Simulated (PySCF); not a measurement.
Reproducing measurements on methyl formate

**What was measured.**

From NIST CCCBDB Release 22 (SRD 101), experimental polarizabilities, for the gas: mean polarisability 5.05 Å³.

CORE65 (Golze, Keller, Rinke, J. Phys. Chem. Lett. 2020, 11, 1840), as tabulated in Jana, Herbert, J. Chem. Phys. 2023, 158, 094111, SI lists, for the gas: O 1s binding energy of O2 539.64 eV; O 1s binding energy of O4 538.24 eV.

How close the calculation comes is told at the end.

Compound: methyl formate, C₂H₄O₂.
SMILES with atom numbers: `[CH3:1][O:2][CH:3]=[O:4]` (hydrogens: H5, H6, H7 on C1; H8 on C3)

Cartesian coordinates in Å at the PBE0-D3(BJ)/def2-TZVP level; atoms count from 1:
```xyz
8
C2H4O2 angstrom
C     -1.008   -0.110   -0.113
O      0.251   -0.763    0.044
C      1.303    0.046    0.132
O      1.271    1.241    0.090
H     -1.749   -0.904   -0.179
H     -1.013    0.495   -1.020
H     -1.213    0.534    0.742
H      2.216   -0.556    0.250
```

Runs made with PySCF (gas phase, on this PBE0-D3(BJ)/def2-TZVP geometry; non-relativistic but for the core-level run):

```tsv
level	job	basis functions	wall time
CAM-B3LYP/aug-cc-pVTZ	10 singlets by full TDDFT, 4 Tamm–Dancoff triplets, polarisability	276	24 s
PBE0/aug-cc-pVTZ	10 singlets by full TDDFT, 4 Tamm–Dancoff triplets, polarisability, dynamic polarisability, density and orbital grids written	276	26 s
wB97X-D/aug-cc-pVTZ	10 singlets by full TDDFT, 4 Tamm–Dancoff triplets, polarisability, ΔSCF ions	276	64 s
delta-SCF UKS SCAN, pcX-3 on the ionised atom, pcseg-2 elsewhere, spin-free X2C	ΔSCF core ionisation, 4 holes	230	33 s
```

Hardware: one thread, Arm Neoverse V1 (aarch64), no GPU, shared host.

**Comparison with experiment**

**Mean polarisability.** Measured: 5.05 Å³ (NIST CCCBDB Release 22 (SRD 101), experimental polarizabilities).

```
                level  computed (Å³)  computed − measured (Å³)  % (from the printed values)
CAM-B3LYP/aug-cc-pVTZ           5.02                     -0.03                           -1
     PBE0/aug-cc-pVTZ           5.03                     -0.02                            0
  wB97X-D/aug-cc-pVTZ           5.01                     -0.04                           -1
```

Closest is PBE0/aug-cc-pVTZ (-0.02 Å³), furthest wB97X-D/aug-cc-pVTZ (-0.04 Å³); one molecule doesn't rank methods. All 3 levels lie below the measurement. The computed values are static and purely electronic, with core orbitals frozen in the response (1 au = 0.148185 Å³). The table of measured values doesn't say here whether a value is static or optical, or holds a vibrational part. The measurement averages over conformers, the calculation has one.

**Core binding energies.** Delta-SCF UKS SCAN, pcX-3 on the ionised atom, pcseg-2 elsewhere, spin-free X2C (PySCF 2.14.0).

```json
{"level and atom": "O 1s, O2", "computed (eV)": "539.92", "measured (eV)": "539.64", "computed − measured (eV)": "+0.28"}
{"level and atom": "O 1s, O4", "computed (eV)": "538.22", "measured (eV)": "538.24", "computed − measured (eV)": "-0.02"}
```

Sources, in the order of the opening: CORE65 (Golze, Keller, Rinke, J. Phys. Chem. Lett. 2020, 11, 1840), as tabulated in Jana, Herbert, J. Chem. Phys. 2023, 158, 094111, SI. Against the first value of each row the mean signed difference is +0.13 eV and the largest in size +0.28 eV. The computed values are vertical, without vibrational structure; measured positions hang on the energy calibration. 

The geometry is computed, not the measured one. Where a level misses, the cause wasn't examined.
